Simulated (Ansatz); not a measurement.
Two isomers of CH4SSi: A = `C[Si]S`, B = `[SiH3]C=S`.

Calculated with Ansatz (gas phase, PBE0-D4/def2-TZVP geometries, no zero-point term in ΔE). CCSD(T)/CBS is the MP2 limit (def2-TZVPP, def2-QZVPP) plus CCSD(T) − MP2 in def2-TZVPP, frozen cores. Functionals use def2-TZVPP. B3LYP here is the variant with VWN-RPA as its local correlation; programs differ in this. Each species was taken in one conformer, which may not be the lowest.

A:

Z-matrix (Å, degrees):
```
C
Si 1 1.900
H 1 1.099 2 106.7
H 1 1.092 2 116.0 3 120.0
H 1 1.093 2 110.2 3 -115.1
S 2 2.131 1 95.9 3 -93.6
H 6 1.344 2 96.6 1 177.6
```

B:

```xyz
7

Si    0.216   -0.334    0.696
C    -0.382    0.460   -0.901
S     0.556    0.707   -2.187
H     1.649   -0.681    0.571
H    -0.605   -1.547    0.959
H    -0.003    0.624    1.814
H    -1.431    0.771   -0.952
```

Problem. Which isomer does CCSD(T)/CBS put lower? Give the gap. (Best estimate.)

Solution. Ansatz gave: A, by 23.3 kcal/mol.

Problem. Give E(B) − E(A) in kcal/mol with CCSD(T)/def2-TZVPP, ωB97M-V, BLYP-D4, MP2/def2-TZVPP, B3LYP, PBE0-D4, B3LYP-D4. (An estimate is asked.)

Solution. Computed: CCSD(T)/def2-TZVPP 22.7, ωB97M-V 26.6, BLYP-D4 23.4, MP2/def2-TZVPP 22.5, B3LYP 23.7, PBE0-D4 27.2, B3LYP-D4 24.1. None reverses the order clearly.

Problem. Does the order hold for the free energy at 298.15 K (harmonic terms from PBE0-D4)? (Estimate.)

Solution. The calculation gave: Yes: G(B) − G(A) = +20.3 kcal/mol, for one conformer each.

Largest T1 diagnostic: 0.015.

At CCSD(T), def2-SVP lies −2.2 kcal/mol from the extrapolated value and def2-TZVPP −0.6 kcal/mol. From BLYP to BHLYP (50 % exact exchange), in def2-TZVPP and without D4, E(B) − E(A) moves by +0.8 kcal/mol.
